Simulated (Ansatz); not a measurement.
The same path of C₃H₅N (9 atoms, charge 0, multiplicity 1) was run 3 times with different band settings. The coordinate that changes most is the height of N1 over the plane of its neighbours.

All numbers below come from Ansatz, RKS r2SCAN-D4/def2-SVP.

Relaxed end points:

```xyz
9
Properties=species:S:1:pos:R:3
N -0.342 1.304 -0.819
C 0.113 0.194 -0.191
C 1.022 -0.715 0.057
C -0.349 -0.932 0.663
H 0.346 1.940 -1.208
H -1.160 1.753 -0.424
H 2.012 -1.138 -0.079
H -0.518 -0.763 1.744
H -1.036 -1.691 0.240
```

```xyz
9
Properties=species:S:1:pos:R:3
N -0.245 1.455 -0.558
C 0.131 0.223 -0.142
C 1.008 -0.735 0.020
C -0.347 -0.928 0.669
H 0.324 1.904 -1.268
H -1.240 1.630 -0.638
H 2.004 -1.150 -0.100
H -0.467 -0.811 1.764
H -1.081 -1.635 0.235
```

Common settings: movable images 9; climbing image yes; spring 5.0 eV/Å²; optimiser quadratic models (default); end points relaxed.

| run | start path | force threshold | iteration limit |
| --- | --- | --- | --- |
| 1 | through a guess of the saddle point | 0.03 eV/Å | 37 |
| 2 | through a guess of the saddle point | 0.5 eV/Å | 34 |
| 3 | straight line | 0.03 eV/Å | 40 |

Task: What does each run give, and how far can it be trusted?

Result: Run 1: converged after 6 iterations, highest image 0.012 eV above the first end. A vibrational analysis at the climbing image gives one clearly imaginary mode, 304i cm⁻¹: a first-order saddle point.
Run 2: converged after 4 iterations, highest image 0.014 eV above the first end. The threshold of 0.5 eV/Å is loose, so the images may lie well off the minimum-energy path. Another band between the same ends (9 images) ends at a top of the same energy, where a vibrational analysis finds 1 clearly imaginary mode.
Run 3: converged after 5 iterations, highest image 0.012 eV above the first end. Another band between the same ends (9 images) ends at a top of the same energy, where a vibrational analysis finds 1 clearly imaginary mode.
